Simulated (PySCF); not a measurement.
Ionising NaCl

RHF; basis Na def2-SVP, Cl def2-SVP; no relativity; PySCF 2.14. Neutral (RHF): singlet (closed shell), Re = 2.359 Å, ωe = 386 cm⁻¹, De = 3.00 eV, HOMO -9.20 eV, LUMO -0.26 eV.

NaCl⁺ (UHF): doublet (π ↑), Re = 2.874 Å, ωe = 142 cm⁻¹, De = 0.35 eV to Na⁺ + Cl. The energies at the minima are -621.22235 hartree for NaCl and -620.94563 for NaCl⁺.

**Question.** Work out the adiabatic ionisation energy, without and with harmonic zero-point energies (1 hartree = 27.2114 eV, 1 eV = 8065.5 cm⁻¹), and the change of the bond length.

**Answer.** At HF: 0.27672 hartree = 7.530 eV between the minima; the zero-point term (142.0 − 386.0)/2 cm⁻¹ = -0.015 eV makes it 7.515 eV. Re changes by +51.5 pm against the neutral. Minus the HOMO energy is 9.20 eV, +1.67 eV from the value between the minima; Hartree–Fock orbital energies leave out relaxation and correlation. The electron leaves a π orbital, and the ion is left as a loose complex of an ion and an atom.

For an ion De counts to the pair picked by the measured ionisation energies or electron affinities, which need not be the lowest pair at this level. Where the molecule has an RHF reference, its open-shell atoms are computed with UHF. Hartree–Fock leaves out correlation, which carries a large part of most bond energies and some tenths to 1 eV of ionisation energies. States were picked by a PBE0 search and need not be the measured ground states.

Neutral and ion stand on different kinds of reference determinant, which adds to the error of the difference.
